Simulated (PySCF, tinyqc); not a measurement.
Inside a calculation. Method: RHF in the sto-3g basis, for OH-, spin multiplicity 1. The basis has no diffuse functions, so it cannot describe the extra electron: this is an exercise in the method, not the real anion. The lowest restricted solution is unstable here: a spin-polarised one lies 0.0071 hartree lower (PySCF). One step of it, computed by the program tinyqc.

Problem. Iteration 1: building the Fock matrix. J_ij = sum D_kl (ij|kl), K_ij = sum D_kl (ik|jl); F = H + J - 0.5 K; E = tr D H + tr D J / 2 - 0.25 tr D K + E_nn.

D at the start:
```
            1O 1s      1O 2s    1O 2px    1O 2py     1O 2pz      2H 1s
1O 1s    2.119801  -0.507356  0.000000  0.000000  -0.006261   0.026240
1O 2s   -0.507356   2.148328  0.000000  0.000000   0.033034  -0.108145
1O 2px   0.000000   0.000000  2.000000  0.000000   0.000000   0.000000
1O 2py   0.000000   0.000000  0.000000  2.000000   0.000000   0.000000
1O 2pz  -0.006261   0.033034  0.000000  0.000000   2.035745  -0.141018
2H 1s    0.026240  -0.108145  0.000000  0.000000  -0.141018   0.014986
```

core Hamiltonian H = T + V (hartree):
```
             1O 1s      1O 2s     1O 2px     1O 2py     1O 2pz      2H 1s
1O 1s   -31.940103  -7.427983   0.000000   0.000000  -0.005360  -0.367136
1O 2s    -7.427983  -8.568615   0.000000   0.000000  -0.067604  -1.006007
1O 2px    0.000000   0.000000  -6.765388   0.000000   0.000000   0.000000
1O 2py    0.000000   0.000000   0.000000  -6.765388   0.000000   0.000000
1O 2pz   -0.005360  -0.067604   0.000000   0.000000  -6.795804  -0.845904
2H 1s    -0.367136  -1.006007   0.000000   0.000000  -0.845904  -3.059405
```

Two-electron integrals (ij|kl) in chemists' order, unique and non-zero (hartree):
```
(11|11) 4.785065   (21|11) 0.741380   (21|21) 0.136873   (22|11) 1.118947
(22|21) 0.256633   (22|22) 0.817206   (31|31) 0.024477   (32|31) 0.037809
(32|32) 0.180518   (33|11) 1.115814   (33|21) 0.256684   (33|22) 0.817023
(33|33) 0.880159   (41|41) 0.024477   (42|41) 0.037809   (42|42) 0.180518
(43|43) 0.047444   (44|11) 1.115814   (44|21) 0.256684   (44|22) 0.817023
(44|33) 0.785270   (44|44) 0.880159   (51|51) 0.024477   (52|51) 0.037809
(52|52) 0.180518   (53|53) 0.047444   (54|54) 0.047444   (55|11) 1.115814
(55|21) 0.256684   (55|22) 0.817023   (55|33) 0.785270   (55|44) 0.785270
(55|55) 0.880159   (61|11) 0.036726   (61|21) 0.006729   (61|22) 0.012559
(61|33) 0.012540   (61|44) 0.012540   (61|51) 0.000282   (61|52) 0.000536
(61|55) 0.012597   (61|61) 0.000334   (62|11) 0.112677   (62|21) 0.026271
(62|22) 0.095942   (62|33) 0.094286   (62|44) 0.094286   (62|51) 0.001912
(62|52) 0.016351   (62|55) 0.099157   (62|61) 0.001316   (62|62) 0.015673
(63|31) 0.002441   (63|32) 0.015312   (63|53) 0.003200   (63|63) 0.001984
(64|41) 0.002441   (64|42) 0.015312   (64|54) 0.003200   (64|64) 0.001984
(65|11) 0.093360   (65|21) 0.022013   (65|22) 0.086002   (65|33) 0.082531
(65|44) 0.082531   (65|51) 0.003724   (65|52) 0.028131   (65|55) 0.092845
(65|61) 0.001135   (65|62) 0.017135   (65|65) 0.020518   (66|11) 0.324069
(66|21) 0.076688   (66|22) 0.322391   (66|33) 0.313513   (66|44) 0.313513
(66|51) 0.005245   (66|52) 0.064338   (66|55) 0.339976   (66|61) 0.003840
(66|62) 0.075114   (66|65) 0.095036   (66|66) 0.774606
```

nuclear repulsion = 2.59878311 hartree

Give: Coulomb J; exchange K; Fock matrix F; total energy of this density.

Solution.

Coulomb J (hartree):
```
          1O 1s   1O 2s  1O 2px  1O 2py  1O 2pz   2H 1s
1O 1s   18.4858  3.5229  0.0000  0.0000  0.0008  0.1733
1O 2s    3.5229  8.7590  0.0000  0.0000  0.0010  0.9913
1O 2px   0.0000  0.0000  8.7512  0.0000  0.0000  0.0000
1O 2py   0.0000  0.0000  0.0000  8.7512  0.0000  0.0000
1O 2pz   0.0008  0.0010  0.0000  0.0000  8.7511  0.8733
2H 1s    0.1733  0.9913  0.0000  0.0000  0.8733  3.2208
```

exchange K (hartree):
```
         1O 1s   1O 2s  1O 2px  1O 2py  1O 2pz   2H 1s
1O 1s   9.8333  1.7126  0.0000  0.0000  0.0003  0.0905
1O 2s   1.7126  2.8512  0.0000  0.0000  0.0030  0.2776
1O 2px  0.0000  0.0000  2.3491  0.0000  0.0000  0.0000
1O 2py  0.0000  0.0000  0.0000  2.3491  0.0000  0.0000
1O 2pz  0.0003  0.0030  0.0000  0.0000  2.3511  0.1823
2H 1s   0.0905  0.2776  0.0000  0.0000  0.1823  0.0526
```

Fock matrix F (hartree):
```
           1O 1s    1O 2s  1O 2px  1O 2py   1O 2pz    2H 1s
1O 1s   -18.3709  -4.7614  0.0000  0.0000  -0.0047  -0.2391
1O 2s    -4.7614  -1.2352  0.0000  0.0000  -0.0681  -0.1534
1O 2px    0.0000   0.0000  0.8113  0.0000   0.0000   0.0000
1O 2py    0.0000   0.0000  0.0000  0.8113   0.0000   0.0000
1O 2pz   -0.0047  -0.0681  0.0000  0.0000   0.7797  -0.0638
2H 1s    -0.2391  -0.1534  0.0000  0.0000  -0.0638   0.1351
```

total energy of this density = -72.892856 hartree
